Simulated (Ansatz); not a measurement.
The input, for Ansatz 0.2.0:

```yaml
crystal:
  periodic: [false, false, false]
  atoms:
    - {symbol: Ti, position_ang: [0.000000, 0.000000, 0.000000]}
    - {symbol: O, position_ang: [0.000000, 0.000000, 1.899400]}
basis:
  gaussian: {orbitals: def2-TZVPP}
magnetization: {spin_polarized: true, initial_magnetization: 6}
hamiltonian: {xc: {name: B3LYP}}
```

```sh
$ ansatz run in.yaml --threads 2 --pin off --events-out ev --progress --plain --max-ram 24576MiB --backend cuda --devices 0, --max-vram 18GiB
```

Log:

```
649 factors; their error is unknown
mean field evaluation 1: about -25142.8724 eV, gradient 5.4e1 eV
mean field evaluation 2: about -25100.6865 eV, gradient 9.6e1 eV
mean field evaluation 4: about -25153.6940 eV, gradient 9.0e0 eV
mean field evaluation 8: about -25154.0890 eV, gradient 2.3e-1 eV
mean field evaluation 16: about -25154.2061 eV, gradient 1.4e-3 eV
mean field evaluation 32: about -25154.2960 eV, gradient 7.8e-2 eV
mean field -25154.29608728 eV, -924.4033310132 hartree, gradient 5.9e-6 eV, S^2 12.003404; 3 other end points of the search recorded, 0 dependent functions left out
reference -25154.29628266 eV, -924.4033381933 hartree; 18, 12 occupied and 77, 83 virtual orbitals, 649 factors
Total energy: -25154.29628266 eV, -924.4033381933 hartree
```

Ran on 2 threads of AMD EPYC 7R13 with a shared H100 80 GB, shared host: 11 s wall, 0.77 GiB peak host memory.
